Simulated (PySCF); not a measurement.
# How well do the runs reproduce experiment for PH3?

**Experimental background.**

From NIST CCCBDB Release 22 (SRD 101), experimental dipoles, for the gas: dipole moment (microwave Stark effect) 0.58 D.

NIST CCCBDB Release 22 (SRD 101), experimental polarizabilities lists, for the gas: mean polarisability 4.237 Å³.

The results are set against them at the end.

Compound: PH3.
Atom-mapped SMILES: `[PH3:1]` (hydrogens: H2, H3, H4 on P1)

Cartesian coordinates in Å at the GFN2-xTB level; atoms count from 1:
```
atom  x, y, z in Å
P1    -0.001    0.003    0.570
H2    -0.559    1.009   -0.206
H3     1.158   -0.016   -0.190
H4    -0.588   -0.991   -0.198
```

The PySCF runs (gas phase, on this GFN2-xTB geometry; no spin–orbit coupling):

| level | job | basis functions |
| --- | --- | --- |
| PBE0/pcSseg-1 | shieldings, charges and field gradients | 39 |
| B3LYP/def2-SVPD | 8 singlets by full TDDFT, 3 Tamm–Dancoff triplets, polarisability | 48 |

**Comparison with experiment**

**Dipole moment.** Measured: 0.58 D (NIST CCCBDB Release 22 (SRD 101), experimental dipoles).

```json
{"level": "PBE0/pcSseg-1", "computed (D)": "1.03", "computed − measured (D)": "+0.45", "% (from the printed values)": "+78"}
{"level": "B3LYP/def2-SVPD", "computed (D)": "0.62", "computed − measured (D)": "+0.04", "% (from the printed values)": "+7"}
```

Closest is B3LYP/def2-SVPD (+0.04 D), furthest PBE0/pcSseg-1 (+0.45 D); one molecule doesn't rank methods. The computed dipoles belong to one fixed geometry; measured ones are averaged over vibrations unless marked μe. Magnitudes are compared, not signs.

**Mean polarisability.** Measured: 4.237 Å³ (NIST CCCBDB Release 22 (SRD 101), experimental polarizabilities).

| level | computed (Å³) | computed − measured (Å³) | % (from the printed values) |
| --- | --- | --- | --- |
| B3LYP/def2-SVPD | 4.260 | +0.023 | +1 |

The computed values are static and purely electronic, with core orbitals frozen in the response (1 au = 0.148185 Å³). The table of measured values doesn't say here whether a value is static or optical, or holds a vibrational part.

The geometry is computed, not the measured one. Where a level misses, the cause wasn't examined.
